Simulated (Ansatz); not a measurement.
System: Si2, charge 0, multiplicity 3. 
Structure (B3LYP-D3(BJ)/def2-TZVP (Ansatz, a program for electronic structure) minimum search):
SMILES: [Si]=[Si]
```xyz
2

Si     0.0000     0.0000    -1.1339
Si     0.0000     0.0000     1.1339
```
Charge 0, spin multiplicity 3.

Basis-set convergence of Hartree-Fock and CCSD(T) correlation energies (hartree) with Ansatz. Cores are frozen in the correlated levels unless marked. UHF or UKS for open shells. No spin-orbit coupling. Non-relativistic.

```
basis        functions       E(HF)  E(corr, CCSD(T))
-----------  ---------  ----------  ----------------
def2-SVPD           48  -577.57392          -0.17239
def2-TZVPPD         96  -577.76865          -0.20118
def2-QZVPPD        152  -577.78419          -0.21051
```

Extrapolating the two largest sets (X = 3 and 4) as X^-3: E(corr) = (64·(-0.21051) - 27·(-0.20118))/37 = -0.2173 Eh, an estimate of the basis-set limit. The largest set recovers 96.9 % of it, the smallest 79.3 %.
